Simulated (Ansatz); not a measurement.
# Relative stability

Two relaxed structures of CH2LiO, doublet (PBE0-D4/def2-TZVP; forces vanish, vibrations not checked).

A:

```json
{"atom": "Li1", "x (Å)": "-1.6302", "y (Å)": "0.4943", "z (Å)": "-0.9263"}
{"atom": "O2", "x (Å)": "-0.9352", "y (Å)": "-0.0967", "z (Å)": "0.6592"}
{"atom": "C3", "x (Å)": "0.0651", "y (Å)": "-0.0607", "z (Å)": "-0.4227"}
{"atom": "H4", "x (Å)": "0.9927", "y (Å)": "-0.4990", "z (Å)": "-0.0372"}
{"atom": "H5", "x (Å)": "-0.7436", "y (Å)": "-0.7473", "z (Å)": "1.3381"}
```

B:

```
5
angstrom
Li -1.9393 -0.7345 -0.2110
O -0.2276 0.2058 0.0048
C 0.9336 0.3025 0.1524
H -3.3756 -1.4440 -0.3924
H 1.4950 1.2653 0.2215
```

Ansatz 0.2.0; basis: def2-TZVPP; cores frozen in the correlated methods; orbitals are unrestricted. The outer core shell of Li, Na, Mg and K is correlated. B3LYP uses VWN-RPA correlation.

Q: Which structure is lower at CCSD(T), and by how much? (An estimate is asked for; the value comes from the calculation.)

A: By the calculation: A, by 9.50 kcal/mol (electronic energy, against the other). By their contacts, A is CH₂LiO ([Li]1[CH][OH]1) and B is CH₂LiO ([LiH][O][CH]).

All methods give the same order:

```
   method  E(B) − E(A) (kcal/mol)
   PBE-D4                    8.73
r2SCAN-D4                   12.49
  PBE0-D4                   12.40
 B3LYP-D4                    8.06
  wB97M-V                    9.79
       HF                    3.82
      MP2                   10.48
     CCSD                    9.91
  CCSD(T)                    9.50
```

No T1 diagnostic of these runs exceeds 0.021. ⟨S²⟩ of the unrestricted Hartree–Fock references: 0.76 to 0.77 (a pure state has 0.75).

Labels in which every atom is bracketed show which atoms are joined, not bond orders.

For scale, one of the runs: CCSD(T)/def2-TZVPP, 109 basis functions, launched by `ansatz run in.yaml --threads 2 --pin off --events-out ev --progress --plain --max-ram 4352MiB`. The run took 15 s on 2 CPU threads of an Arm Neoverse V2 (shared host), with 0.89 GiB of host memory at its peak.
